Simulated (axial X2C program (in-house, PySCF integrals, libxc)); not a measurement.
Working with the constants of Si₂⁻

A bond curve at the CCSD(T) level, with spin–orbit coupling, was computed with an in-house relativistic program for diatomic molecules (basis Si dyall-av3z [9s8p3d2f] (cores contracted in-house)) for the state Ω = 3/2 (⟨Sz⟩ = 0.50, ⟨Lz⟩ = 1.00 at HF). Its fit gives Re = 2.2066 Å, ωe = 536.7 cm⁻¹, ωexe = 2.12 cm⁻¹ and αe = 1.356e-03 cm⁻¹; the masses are 27.9769 and 27.9769 u. Two-component means X2C with spin–orbit coupling and atomic mean-field Coulomb and Gaunt terms.

Correlated methods: 9 electrons correlated (number of frozen shells: Si 2 s, 1 p), 203 virtual spin orbitals or spinors in MP2, 90 natural virtuals in coupled cluster.

Question: Find the reduced mass, Be and the force constant.

Answer: From the CCSD(T) values: μ = 13.9885 u. Be = 16.8576/(μ Re²) = 0.2475 cm⁻¹. k = 5.8918×10⁻⁷ μ ωe² = 2.37 mdyn/Å.

Question: Estimate the centrifugal constant by the Kratzer relation.

Answer: D = 4Be³/ωe² = 2.11e-07 cm⁻¹.

Question: A Morse curve ties αe to the other constants (Pekeris). How well does that hold?

Answer: αe(Morse) = 6Be²/ωe × (√(ωexe/Be) − 1) = 1.319e-03 cm⁻¹; the CCSD(T) curve gives 1.356e-03 cm⁻¹, a ratio of 0.97.

Question: Estimate De from a Morse curve and compare with the computed well depth of 3.829 eV to Si- + Si.

Answer: De(Morse) = ωe²/(4ωexe) = 4.211 eV against 3.829 eV computed, a ratio of 1.10. For De the Morse form works well here.

Question: Where do the fundamental and the first overtone lie?

Answer: ν(1←0) = ωe − 2ωexe = 532.5 cm⁻¹; ν(2←0) = 2ωe − 6ωexe = 1060.7 cm⁻¹.

The state is a single determinant with fixed occupations, the lowest that a limited PBE0 search found. Dissociation energies refer to the lowest single-determinant-based atoms at the same level and basis. CCSD and (T) use frozen natural virtuals with an MP2 correction for the truncation; (T) itself is uncorrected, so its De runs slightly low. A 2c atom that is not at its ground J level misses part of its spin–orbit lowering, and De is too large by that part (0.04 eV or less for light atoms). This holds for CCSD(T). Other states lie close and PBE0, whose exact exchange favours high spin, may order them wrongly; the determinant shown need not be the ground state. The nearest other 2c determinant of the search, Ω = 1/2, lies 0.02 eV up at the distance of the search.
